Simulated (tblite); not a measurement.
Compound: C₄H₅O (doublet state).
Atom-mapped SMILES: `[O:1][C@H:2]1[CH:3]=[CH:4][CH2:5]1` (hydrogens: H6 on C2; H7 on C3; H8 on C4; H9, H10 on C5)

Structure optimised with GFN2-xTB, isolated species. This method treats the open shell by occupation alone, without spin polarisation.

**Question.** List the bond lengths, angles and torsions at this level.

**Answer.** 
```
  bond  length (Å)   order
 O1–C2       1.280  single
 C2–C3       1.598  single
 C3=C4       1.316  double
 C4–C5       1.503  single
 C2–C5       1.565  single
 C2–H6       1.114  single
 C3–H7       1.071  single
 C4–H8       1.075  single
 C5–H9       1.089  single
C5–H10       1.087  single
```

Orders are formal, as drawn. A selection of angles:
```
    angle  degrees
 O1–C2–C3    114.9
 O1–C2–C5    122.1
 O1–C2–H6    114.7
 C3–C2–C5     83.7
 C3–C2–H6    103.2
 C5–C2–H6    112.6
 C2–C3–C4     92.5
 C2–C3–H7    127.0
 C4–C3–H7    140.4
 C3–C4–C5     96.7
 C3–C4–H8    133.4
 C5–C4–H8    129.9
 C4–C5–H9    115.0
C4–C5–H10    114.5
 C2–C5–C4     87.1
 C2–C5–H9    115.3
C2–C5–H10    112.6
H9–C5–H10    110.7
```

Torsions: O1–C2–C3–C4 123° (anticlinal); C2–C3–C4–C5 -1° (synperiplanar); C3–C4–C5–C2 1° (synperiplanar); O1–C2–C5–C4 -116° (anticlinal).

The 4-membered ring C2–C3–C4–C5 has internal angles of 83.7° to 96.7° (sum 360°, against 360° for a flat polygon); it is planar, 0.01 Å rms from its mean plane, widest ring torsion 1°. C3 (carbon bonded to 2 C and H) is planar (angles 140.4°, 127.0° and 92.5°, sum 359.9°, 0.02 Å off the plane of its three neighbours). C4 (carbon bonded to 2 C and H) is planar (angles 133.4°, 129.9° and 96.7°, sum 360.0°, 0.01 Å off the plane of its three neighbours). The 4 C–C bonds span 1.316 Å (C3=C4, drawn double) to 1.598 Å (C2–C3, drawn single), a spread of 0.282 Å.

Its GFN2-xTB frequencies are all real (lowest 201 cm⁻¹).

On AMD EPYC, one thread, on a shared host, this took 0.2 s of wall time. This is the geometry optimisation.

These are computed values.
